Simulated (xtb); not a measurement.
xtb job for chloroform (CHCl3), SMILES C(Cl)(Cl)Cl, GFN2-xTB. 

```
$ xtb mol.xyz --gfn 2 --sp --chrg 0 --uhf 0 --json
$ cat mol.xyz
5

Cl    -1.45096356     0.83771420    -0.08742883
C     -0.00000000     0.00000000     0.48107281
Cl     0.00000000    -1.67542840    -0.08742883
Cl     1.45096356     0.83771420    -0.08742883
H      0.00000000    -0.00000001     1.57243346
```

It prints:

```
[banner left out]
          |                Calculation Setup                |
           -------------------------------------------------



           -------------------------------------------------
          |                 G F N 2 - x T B                 |
           -------------------------------------------------

        Reference                      10.1021/acs.jctc.8b01176
      * Hamiltonian:
        H0-scaling (s, p, d)           1.850000    2.230000    2.230000
        zeta-weighting                 0.500000
      * Dispersion:
        s8                             2.700000
        a1                             0.520000
        a2                             5.000000
        s9                             5.000000
      * Repulsion:
        kExp                           1.500000    1.000000
        rExp                           1.000000
      * Coulomb:
        alpha                          2.000000
        third order                    shell-resolved
        anisotropic                    true
        a3                             3.000000
        a5                             4.000000
        cn-shift                       1.200000
        cn-exp                         4.000000
        max-rad                        5.000000


          ...................................................
          :                      SETUP                      :
          :.................................................:
          :  # basis functions                  35          :
          :  # atomic orbitals                  32          :
          :  # shells                           12          :
          :  # electrons                        26          :
          :  max. iterations                   250          :
          :  Hamiltonian                  GFN2-xTB          :
          :  restarted?                      false          :
          :  GBSA solvation                  false          :
          :  PC potential                    false          :
          :  electronic temp.          300.0000000     K    :
          :  accuracy                    1.0000000          :
          :  -> integral cutoff          0.2500000E+02      :
          :  -> integral neglect         0.1000000E-07      :
          :  -> SCF convergence          0.1000000E-05 Eh   :
          :  -> wf. convergence          0.1000000E-03 e    :
          :  Broyden damping             0.4000000          :
          :  net charge                          0          :
          :  unpaired electrons                  0          :
          ...................................................

 iter      E             dE          RMSdq      gap      omega  full diag
   1    -16.2448793 -0.162449E+02  0.589E+00    6.17       0.0  T
   2    -16.2962699 -0.513906E-01  0.463E+00    5.49       1.0  T
   3    -16.3116547 -0.153848E-01  0.239E+00    5.71       1.0  T
   4    -16.3119262 -0.271504E-03  0.204E-01    5.64       1.0  T
   5    -16.3119895 -0.632928E-04  0.106E-01    5.65       1.0  T
   6    -16.3119980 -0.843429E-05  0.368E-02    5.63       1.2  T
   7    -16.3120007 -0.271824E-05  0.108E-02    5.63       4.2  T
   8    -16.3120008 -0.784356E-07  0.459E-03    5.63       9.7  T
   9    -16.3120008 -0.235893E-07  0.188E-03    5.63      23.8  T
  10    -16.3120008 -0.358801E-08  0.334E-04    5.63     134.1  T
  11    -16.3120008 -0.328789E-09  0.421E-05    5.63    1062.7  T

   *** convergence criteria satisfied after 11 iterations ***

         #    Occupation            Energy/Eh            Energy/eV
      -------------------------------------------------------------
         1        2.0000           -1.0932924             -29.7500
       ...           ...                  ...                  ...
         7        2.0000           -0.5666377             -15.4190
         8        2.0000           -0.4689182             -12.7599
         9        2.0000           -0.4689182             -12.7599
        10        2.0000           -0.4548298             -12.3765
        11        2.0000           -0.4548298             -12.3765
        12        2.0000           -0.4512529             -12.2792
        13        2.0000           -0.4502166             -12.2510 (HOMO)
        14                         -0.2432632              -6.6195 (LUMO)
        15                         -0.1851152              -5.0372
        16                         -0.1851152              -5.0372
        17                         -0.0335368              -0.9126
        18                         -0.0219604              -0.5976
       ...                                ...                  ...
        32                          0.1420810               3.8662
      -------------------------------------------------------------
                  HL-Gap            0.2069534 Eh            5.6315 eV
             Fermi-level           -0.3467399 Eh           -9.4353 eV

 SCC (total)                   0 d,  0 h,  0 min,  0.010 sec
 SCC setup                      ...        0 min,  0.000 sec (  0.929%)
 Dispersion                     ...        0 min,  0.000 sec (  0.271%)
 classical contributions        ...        0 min,  0.000 sec (  0.144%)
 integral evaluation            ...        0 min,  0.002 sec ( 18.722%)
 iterations                     ...        0 min,  0.005 sec ( 46.051%)
 molecular gradient             ...        0 min,  0.003 sec ( 32.356%)
 printout                       ...        0 min,  0.000 sec (  1.397%)

         :::::::::::::::::::::::::::::::::::::::::::::::::::::
         ::                     SUMMARY                     ::
         :::::::::::::::::::::::::::::::::::::::::::::::::::::
         :: total energy             -16.283054987544 Eh    ::
         :: gradient norm              0.000059023710 Eh/a0 ::
         :: HOMO-LUMO gap              5.631487716219 eV    ::
         ::.................................................::
         :: SCC energy               -16.312000296289 Eh    ::
         :: -> isotropic ES            0.011840050512 Eh    ::
         :: -> anisotropic ES          0.001807194212 Eh    ::
         :: -> anisotropic XC          0.002923842646 Eh    ::
         :: -> dispersion             -0.003908469519 Eh    ::
         :: repulsion energy           0.028945308745 Eh    ::
         :: add. restraining           0.000000000000 Eh    ::
         :: total charge               0.000000000000 e     ::
         :::::::::::::::::::::::::::::::::::::::::::::::::::::

           -------------------------------------------------
          |                Property Printout                |
           -------------------------------------------------

    * Orbital Energies and Occupations

         #    Occupation            Energy/Eh            Energy/eV
      -------------------------------------------------------------
         1        2.0000           -1.0932924             -29.7500
         2        2.0000           -1.0885452             -29.6208
         3        2.0000           -1.0885452             -29.6208
         4        2.0000           -0.6637303             -18.0610
         5        2.0000           -0.5852653             -15.9259
         6        2.0000           -0.5666377             -15.4190
         7        2.0000           -0.5666377             -15.4190
         8        2.0000           -0.4689182             -12.7599
         9        2.0000           -0.4689182             -12.7599
        10        2.0000           -0.4548298             -12.3765
        11        2.0000           -0.4548298             -12.3765
        12        2.0000           -0.4512529             -12.2792
        13        2.0000           -0.4502166             -12.2510 (HOMO)
Note: The following floating-point exceptions are signalling: IEEE_UNDERFLOW_FLAG IEEE_DENORMAL
normal termination of xtb
        14                         -0.2432632              -6.6195 (LUMO)
        15                         -0.1851152              -5.0372
        16                         -0.1851152              -5.0372
        17                         -0.0335368              -0.9126
        18                         -0.0219604              -0.5976
        19                         -0.0219604              -0.5976
        20                         -0.0198818              -0.5410
        21                         -0.0198818              -0.5410
        22                         -0.0198564              -0.5403
        23                         -0.0180553              -0.4913
        24                         -0.0179031              -0.4872
       ...                                ...                  ...
        32                          0.1420810               3.8662
      -------------------------------------------------------------
                  HL-Gap            0.2069534 Eh            5.6315 eV
             Fermi-level           -0.3467399 Eh           -9.4353 eV

     #   Z          covCN         q      C6AA      α(0)
     1  17 Cl       1.176    -0.102   102.365    15.479
     2   6 C        3.590     0.191    18.135     6.171
     3  17 Cl       1.176    -0.102   102.365    15.479
     4  17 Cl       1.176    -0.102   102.365    15.479
     5   1 H        0.925     0.116     1.648     2.007

 Mol. C6AA /au·bohr⁶  :       1287.775006
 Mol. C8AA /au·bohr⁸  :      49896.888858
 Mol. α(0) /au        :         54.615727


Wiberg/Mayer (AO) data.
largest (>0.10) Wiberg bond orders for each atom

 ---------------------------------------------------------------------------
     #   Z sym  total        # sym  WBO       # sym  WBO       # sym  WBO
 ---------------------------------------------------------------------------
     1  17 Cl   1.087 --     2 C    0.987
     2   6 C    3.924 --     3 Cl   0.987     4 Cl   0.987     1 Cl   0.987
                             5 H    0.964
     3  17 Cl   1.087 --     2 C    0.987
     4  17 Cl   1.087 --     2 C    0.987
     5   1 H    0.987 --     2 C    0.964
 ---------------------------------------------------------------------------

Topologies differ in total number of bonds
Writing topology from bond orders to xtbtopo.mol

molecular dipole:
                 x           y           z       tot (Debye)
 q only:        0.000      -0.000       0.568
   full:        0.000       0.000       0.473       1.203
molecular quadrupole (traceless):
                xx          xy          yy          xz          yz          zz
 q only:       -1.354       0.000      -1.354      -0.000      -0.000       2.709
  q+dip:       -1.954       0.000      -1.954      -0.000      -0.000       3.909
   full:       -1.396       0.000      -1.396      -0.000      -0.000       2.791


           -------------------------------------------------
          | TOTAL ENERGY              -16.283054987544 Eh   |
          | GRADIENT NORM               0.000059023710 Eh/α |
          | HOMO-LUMO GAP               5.631487716219 eV   |
           -------------------------------------------------

------------------------------------------------------------------------
------------------------------------------------------------------------
 total:
 SCF:
```

Self-consistency was reached.
